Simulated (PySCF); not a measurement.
# Basis-set dependence of excited states

Species: C₂H₃F.
SMILES: `C=CF`

TDDFT with PBE0 (PySCF), vertical singlets, core orbitals frozen in the response, spherical d and f functions. Geometry: PBE0-D3(BJ)/def2-SVP; no solvent, vibrations or thermal averaging.

| basis | functions | diffuse | S1 (eV) | S2 (eV) | S3 (eV) | S4 (eV) | S5 (eV) | LUMO (eV) | α (au) |
| --- | --- | --- | --- | --- | --- | --- | --- | --- | --- |
| 6-31G* | 48 | no | 8.22 | 8.80 | 8.98 | 9.56 | 10.12 | 0.87 | 20.5 |
| def2-SVP | 57 | no | 8.10 | 8.37 | 8.84 | 9.00 | 9.70 | 0.51 | 21.4 |
| 6-31+G* | 60 | yes | 7.08 | 7.54 | 7.56 | 7.87 | 8.49 | 0.16 | 24.9 |
| def2-SVPD | 87 | yes | 7.42 | 7.73 | 8.03 | 8.77 | 8.85 | 0.15 | 27.2 |
| aug-cc-pVDZ | 96 | yes | 6.68 | 7.21 | 7.44 | 7.55 | 8.11 | 0.07 | 27.9 |
| def2-TZVP | 111 | no | 7.73 | 8.08 | 8.57 | 8.79 | 9.02 | 0.24 | 25.3 |
| def2-TZVPD | 141 | yes | 7.02 | 7.57 | 7.59 | 8.14 | 8.62 | 0.13 | 28.1 |
| aug-cc-pVTZ | 207 | yes | 6.68 | 7.19 | 7.41 | 7.50 | 8.07 | 0.05 | 28.3 |

**Question.** Compare the sets with the largest diffuse one.

**Answer.** States are compared by their number. Against the largest diffuse basis here (aug-cc-pVTZ, itself not a converged limit), sets without diffuse functions differ by up to 1.55 eV in S1 and 2.06 eV in S5; the smaller diffuse sets differ by up to 0.74 and 0.78 eV. State by state, the largest deviation of a set without diffuse functions is S1 1.55, S2 1.60, S3 1.58, S4 2.06, S5 2.06 eV. The same number needn't mean the same state in each row. Against aug-cc-pVTZ the polarisability deviates by -28% in 6-31G*, -24% in def2-SVP, -12% in 6-31+G*, -4% in def2-SVPD, -1% in aug-cc-pVDZ, -10% in def2-TZVP, -1% in def2-TZVPD. A single + in a Pople set puts diffuse functions on heavy atoms only.
